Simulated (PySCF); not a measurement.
## Löwdin shares of the frontier orbitals

Compound: protonated nitrogen molecule, N2H (charge +1).
Bonds: N1–N2 (triple). Hydrogens: H3 on N2.

The calculation used PySCF, TDDFT wB97X-D/def2-SVPD, vertical, gas phase, core orbitals frozen in the response. Isolated species at its PBE0-D3(BJ)/def2-SVP geometry, gas phase.

Frontier orbitals with the atoms that hold most of them (Löwdin shares over 4%, at most four atoms; ? is withheld):

```
orbital  ε (eV)                   atoms
 HOMO-3  -31.99  N2 57%, H3 30%, N1 12%
 HOMO-2  -25.04          N2 54%, N1 43%
 HOMO-1  -25.04          N2 54%, N1 43%
   HOMO       ?                       ?
   LUMO   -8.28          N1 52%, N2 44%
 LUMO+1   -8.28          N1 52%, N2 44%
 LUMO+2   -4.73   H3 66%, N2 30%, N1 5%
```

Which atoms hold the HOMO, and with what shares?

N1 (bonded to N) 81%; N2 (bonded to N and H) 18%.

What is the HOMO energy, and the HOMO–LUMO gap?

ε(HOMO) = -24.31 eV; the gap is 16.03 eV (0.5891 hartree).

Within 0.005 eV of a neighbour in this list lie HOMO-2/HOMO-1 and LUMO/LUMO+1 (point group found: C∞v).

The HOMO–LUMO gap is 16.03 eV. Where does the response calculation put the lowest singlet, and from which orbitals?

S1 is at 9.36 eV (f = 0.0000), 6.67 eV below the gap, made of HOMO-2/HOMO-1→LUMO/LUMO+1 (≥91%). Its leading pair isn't HOMO and LUMO; the energies of that pair differ by 16.76 eV. Without the coupling terms of the response equations the lowest excitation would equal the gap.

Next come S2 at 9.88 eV (f 0.0000), HOMO-2/HOMO-1→LUMO/LUMO+1 (≥95%); S3 at 9.88 eV (f 0.0000), HOMO-2/HOMO-1→LUMO/LUMO+1 (≥95%); S4 at 10.16 eV (f 0.033), HOMO→LUMO/LUMO+1 (99%); S5 at 10.16 eV (f 0.033), HOMO→LUMO/LUMO+1 (99%).

Orbitals of the list HOMO-3 to LUMO+2 that lie within 0.01 eV of each other are written together with a slash and their weights summed (≥ marks a lower bound); for degenerate orbitals outside that list single weights are arbitrary.

Löwdin shares depend on the basis, the more so with diffuse functions.
